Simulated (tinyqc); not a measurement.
Inside a calculation. Method: CID on RHF in the sto-3g basis, frozen core, for LiH, spin multiplicity 1. One step of it, computed by the program tinyqc.

Task: CID: determinants and Hamiltonian. Slater-Condon rules over spin orbitals, with the nuclear repulsion and the energy of the frozen orbital added and E(HF) subtracted on the diagonal. Only determinants linked to the reference directly or through others are kept (one block of an abelian symmetry group), so some states are absent.

one-electron integrals dressed by the frozen orbital, h + 2 (pq|11) - (p1|1q) (hartree):
```
,2,3,4,5,6
2,-0.776282,0.048176,0.000000,0.000000,-0.128045
3,0.048176,-0.357356,0.000000,0.000000,0.068174
4,0.000000,0.000000,-0.355238,0.000000,0.000000
5,0.000000,0.000000,0.000000,-0.355238,0.000000
6,-0.128045,0.068174,0.000000,0.000000,-0.231529
```

energy of the frozen orbital, 2 h_11 + (11|11) = -7.80628438 hartree

Two-electron integrals over orbitals (pq|rs), unique and non-zero (hartree); the lowest 1 orbital is frozen and left out:
```
p,q,r,s,(pq|rs)
2,2,2,2,0.488978
3,2,2,2,-0.048176
3,2,3,2,0.012828
3,3,2,2,0.224304
3,3,3,2,0.007167
3,3,3,3,0.338130
4,2,4,2,0.023555
4,3,4,2,0.019257
4,3,4,3,0.041283
4,4,2,2,0.271357
4,4,3,2,0.005508
4,4,3,3,0.282050
4,4,4,4,0.312946
5,2,5,2,0.023555
5,3,5,2,0.019257
5,3,5,3,0.041283
5,4,5,4,0.016869
5,5,2,2,0.271357
5,5,3,2,0.005508
5,5,3,3,0.282050
5,5,4,4,0.279207
5,5,5,5,0.312946
6,2,2,2,0.128045
6,2,3,2,-0.034319
6,2,3,3,-0.011769
6,2,4,4,-0.015054
6,2,5,5,-0.015054
6,2,6,2,0.123671
6,3,2,2,-0.051246
6,3,3,2,0.009166
6,3,3,3,0.035992
6,3,4,4,0.002031
6,3,5,5,0.002031
6,3,6,2,-0.031684
6,3,6,3,0.026397
6,4,4,2,-0.019573
6,4,4,3,-0.013765
6,4,6,4,0.019677
6,5,5,2,-0.019573
6,5,5,3,-0.013765
6,5,6,5,0.019677
6,6,2,2,0.454772
6,6,3,2,-0.043068
6,6,3,3,0.241588
6,6,4,4,0.268437
6,6,5,5,0.268437
6,6,6,2,0.135749
6,6,6,3,-0.043957
6,6,6,6,0.454571
```

nuclear repulsion = 1.00731703 hartree

Hartree-Fock energy = -7.86255323 hartree

Give: determinants; H - E(HF) between determinants.

Result:

Occupation strings over the orbitals (2 doubly, a alpha, b beta, 0 empty; spin orbitals ordered 1a 1b 2a 2b ...): 220000 202000 20a00b 200200 200020 20b00a 200002

H - E(HF) between determinants (hartree):
```
,220000,202000,20a00b,200200,200020,20b00a,200002
220000,0.000,0.013,-0.034,0.024,0.024,0.034,0.124
202000,0.013,0.687,0.104,0.041,0.041,-0.104,0.026
20a00b,-0.034,0.104,0.716,-0.014,-0.014,-0.026,0.024
200200,0.024,0.041,-0.014,0.666,0.017,0.014,0.020
200020,0.024,0.041,-0.014,0.017,0.666,0.014,0.020
20b00a,0.034,-0.104,-0.026,0.014,0.014,0.716,-0.024
200002,0.124,0.026,0.024,0.020,0.020,-0.024,1.055
```
